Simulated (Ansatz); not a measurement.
**What a trial cell of NaF₂ relaxes into**

Level of theory: DFT PBE, scalar-relativistic, plane waves, PAW (Ansatz).

NaF₂ was placed on the AlB2 structure type (P6/mmm, No. 191), with Na in place of Al, F in place of B, at a guessed volume.

Input of the last, converged step (default PAW datasets):

```yaml
crystal:
  lattice:
    - [3.829304074, 0.0, 0.0]
    - [-1.914652037, 3.3162746069, 0.0]
    - [0.0, 0.0, 3.0833155097]
  atoms:
    - { symbol: Na, position: [0.0, 0.0, 0.0] }
    - { symbol: F, position: [0.3333333333, 0.6666666667, 0.5], spin: 0.55 }
    - { symbol: F, position: [0.6666666667, 0.3333333333, 0.5], spin: 0.55 }
basis:
  ecutwfc: 420
kpoints:
  mp_grid: { grid: [12, 12, 16] }
hamiltonian:
  xc: pbe
scf:
  occupations: { method: gaussian, width: 0.1 }
output:
  forces: true
  stress: true
  eigenvalues: true
  populations: true
magnetization:
  spin_polarized: true
relax:
  adjacent_minimum: "off"
  f_tol: 0.01
  max_steps: 80
  cell: { stress_tol: 0.05 }
```

Launched as:

```bash
ansatz run input.yaml --threads 1 --pin off --max-ram 2560MiB --backend cpu --events-out ev --progress --plain --runs-dir out
```

The run took 80 s on 1 thread of Arm Neoverse V1, with other jobs on the host, peak memory 0.44 GiB.

The program printed at the end:

```
SCF converged after 4 iterations
Magnetization: 1.0000 μB (12.0000 up, 11.0000 down)
Absolute magnetization: 1.0505 μB (∫|ρ↑−ρ↓|, with the PAW one-centre terms)
Spin contamination: 0.0027 ħ² per cell (⟨S²⟩ above its minimum at these occupations)
Per-site moments (μB) at R_I (Å): [(-0.004390, 1.114332), (0.502310, 0.913398), (0.502310, 0.913398)]
Free energy (F): -3102.333368 eV
Harris-Foulkes:  -3102.333368 eV  (|F-HF|=9.09e-13)
Internal energy: -3102.330109 eV  (E = F + TS)
E sigma→0 (E₀):  -3102.331739 eV
Entropy (-TS):   -0.003259 eV (-1.086 meV/atom)
Fermi energy:    0.760457 eV
--- Per-component energies (eV) ---
  E_band       = -308.106958
  E_kinetic    = 528.684323
  E_local      = -2288.931322  (includes V_loc(G=0)·N_el)
  E_nonlocal   = 262.498947
  E_hartree    = 806.310300
  E_xc         = -197.366183
  E_vxc        = -252.925831  (∫ρ·V_xc dr)
  E_paw        = -662.618224  (= ΣΔE_a)
  E_vpaw       = -170.057849  (= ΣTr[D̂ρ^β])
  E_aug_tail   = 0.004203  (compensation charges beyond the density's cutoff)
  E_ewald      = -1550.912152
  E_smearing   = -0.003259  (= −TS)
  E_closure    =  0.000000  (closes the sum)
  Σ components = -3102.333368   (vs F -3102.333368, Δ=0.00e0)
--- Forces (eV/Å), atoms counted from 1 ---
  atom   1  Na     0.00000000     0.00000000     0.00000000
  atom   2  F      0.00000000     0.00000000     0.00000000
  atom   3  F      0.00000000     0.00000000     0.00000000
  max |Σ_I F_I| component: 1.85e-17 eV/Å
--- Stress (GPa, compression-positive) ---
        0.009953       0.000000       0.000000
        0.000000       0.009953       0.000000
        0.000000       0.000000       0.010663
  P = ⅓ Tr σ = 0.0102 GPa (0.102 kbar)
  k-point 0 ↑: bands = ["-48.1147", "-20.9587", "-20.0111", "-19.9964", "-19.9964", "-19.2595", "-2.7489", "-2.7489", "-1.2794", "-0.4369", "-0.4369", "-0.0456", "6.5108", "14.5811", "16.7887", "16.7887", "18.8417"]
  k-point 1 ↑: bands = ["-48.1144", "-20.9589", "-20.0099", "-19.9959", "-19.9959", "-19.2571", "-2.7430", "-2.7430", "-1.3425", "-0.4345", "-0.4345", "-0.0674", "6.6175", "14.5472", "16.8202", "16.8202", "18.7755"]
  k-point 2 ↑: bands = ["-48.1136", "-20.9598", "-20.0065", "-19.9945", "-19.9945", "-19.2502", "-2.7265", "-2.7265", "-1.5183", "-0.4290", "-0.4290", "-0.1293", "6.9230", "14.4276", "16.9145", "16.9145", "18.5901"]
  k-point 170 ↓: bands = ["-48.1094", "-20.1209", "-20.0000", "-20.0000", "-19.1451", "-19.1451", "-2.4044", "-1.2385", "-1.2385", "-0.3866", "-0.3866", "1.6437", "12.2084", "12.7955", "13.8649", "13.8649", "18.4985"]
--- Relaxed structure (4 steps of the walk, 4 accepted, 2 SCFs on fresh bases) ---
  F+E_penalty+E_count = -3102.33336804 eV   max|allowed force component| = 8.943e-17 eV/Å   (the final SCF, on the basis selected at the relaxed cell)
  cell:  # Å, volume = 39.4241 Å³
    - [3.835277, 0.0, 0.0]
    - [-1.917639, 3.321447, 0.0]
    - [0.0, 0.0, 3.094838]
  atoms:
    - { symbol: Na, position: [0.000000, 0.000000, 0.0] }
    - { symbol: F, position: [0.333333, 0.666667, 0.5] }
    - { symbol: F, position: [0.666667, 0.333333, 0.5] }
--- Löwdin populations: 3 sites ---
  site symbol q [e]    m [muB]
     0     Na      8.1976    -0.0131
     1      F      7.3834     0.5104
     2      F      7.3834     0.5104
  spilling = 0.001549 (of n_electrons = 23.000000)
```

Total energies depend on the potentials used, so only differences within one code and one set of settings carry meaning.

The result has space group P6/mmm (No. 191). Na is coordinated by 12 F at 2.70 Å and 2 Na at 3.09 Å; around F lie 3 F at 2.21 Å.

Against the elements it lies at -1.58 eV/atom. The zero of energy is the elements' standard structures at the same level (F₂ as a molecule); no fitted shifts are applied.

For metals, differences of a few meV/atom aren't resolved.

A structure relaxed within its symmetry needn't be a true minimum.